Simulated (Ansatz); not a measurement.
# BS⁺, quintet: from triple and quadruple zeta to the limit

```xyz
2

B     0.0000    0.0000    0.0000
S     0.0000    0.0000    1.7033
```

Ansatz 0.2.0, UHF determinant, valence electrons correlated. Energies in eV.

```tsv
set	X	functions	Hartree–Fock	MP2 correlation	CCSD(T) correlation	time
def2-TZVPP	3	73	-11475.5712	-3.7338	-4.7109	2.4 s on 1 thread of Arm Neoverse V2, on a shared host
def2-QZVPP	4	127	-11475.8960	-4.0927	-5.0421	13 s on 1 thread of Arm Neoverse V2, on a shared host
```

Hartree–Fock is taken to follow E(X) = E∞ + A·exp(−7.88·√X), correlation E(X) = E∞ + B·X^−2.97.

Cautions: another spin lies lower.

Work out the CCSD(T) energy at the limit, and how far the shortcut misses it that extrapolates MP2 and adds CCSD(T) minus MP2 from the smaller set.

Hartree–Fock: E∞ = E4 + 0.1377·(E4 − E3) = -11475.9407. Correlation: E∞ = E4 + 0.7407·(E4 − E3) = -5.2874 for CCSD(T) and -4.3586 for MP2. The limit is -11481.2281 eV, 0.290 eV below def2-QZVPP. The shortcut gives a correlation energy of -4.3586 + (-0.9771) = -5.3357, 48 meV lower than the direct value.

Past Ne part of the Hartree–Fock step between the two sets comes from the cores, which don't follow the formula, so the 45 meV that it adds to the total can overshoot; that part largely cancels in differences.
